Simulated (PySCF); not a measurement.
SCF from a fresh guess for singlet [BF2]+, at the PBE0 minimum. PySCF input:

```python
from pyscf import gto, scf, dft
mol = gto.M(atom='''
B      0.000000     0.000000     0.000000
F     -0.000000    -0.000000     1.226443
F      0.000000     0.000000    -1.226443''',
    basis={'B': 'def2-TZVP', 'F': 'def2-TZVP'},
    charge=1, spin=0)
mf = dft.RKS(mol, xc='PBE0')
mf.grids.atom_grid = (50, 194)
aux = {'B': 'def2-universal-JKFIT', 'F': 'def2-universal-JKFIT'}
mf = mf.density_fit(auxbasis=aux)
mf.conv_tol = 1e-08
mf.diis_space = 10
mf.max_cycle = 60
mf.init_guess = 'minao'
mf.verbose = 4
mf.kernel()
```

Excerpt of the output (cycles and frontier levels):

```
init E= -224.892527204757
  HOMO = -0.565437250949078  LUMO = -0.0748300162716511  gap/eV = 13.35010
cycle= 1 E= -224.062383704316  delta_E= 0.83  |g|= 0.572  |ddm|= 1.61
  HOMO = -0.789274497350118  LUMO = -0.334571647722513  gap/eV = 12.37309
cycle= 2 E= -224.006835280507  delta_E= 0.0555  |g|= 0.89  |ddm|= 0.709
  HOMO = -0.852040393238393  LUMO = -0.321973993704052  gap/eV = 14.42384
cycle= 3 E= -224.125721098349  delta_E= -0.119  |g|= 0.0704  |ddm|= 0.36
  HOMO = -0.834972715143495  LUMO = -0.308791300720356  gap/eV = 14.31813
cycle= 4 E= -224.126371805023  delta_E= -0.000651  |g|= 0.00468  |ddm|= 0.0327
  HOMO = -0.833876443352361  LUMO = -0.308065114169486  gap/eV = 14.30806
cycle= 5 E= -224.126375052591  delta_E= -3.25e-06  |g|= 0.000505  |ddm|= 0.0049
  HOMO = -0.833978044077399  LUMO = -0.308117845698131  gap/eV = 14.30938
cycle= 6 E= -224.126375091419  delta_E= -3.88e-08  |g|= 7.19e-05  |ddm|= 0.000352
  HOMO = -0.833983430065928  LUMO = -0.308115733000763  gap/eV = 14.30959
cycle= 7 E= -224.126375092393  delta_E= -9.74e-10  |g|= 8.22e-06  |ddm|= 5.11e-05
  HOMO = -0.833980930667403  LUMO = -0.308115055981939  gap/eV = 14.30954
Extra cycle  E= -224.126375092391  delta_E= 2.16e-12  |g|= 1.05e-05  |ddm|= 7.19e-06
converged SCF energy = -224.126375092391
```

No lower solution of this spin was found by a stability analysis within the restricted form, which does not test spin polarisation.

The search for the lowest solution, with the stability check, took 4.1 s on 2 threads of a shared Arm Neoverse N1 host, with 93 basis functions; the process peaked at 0.3 GiB.
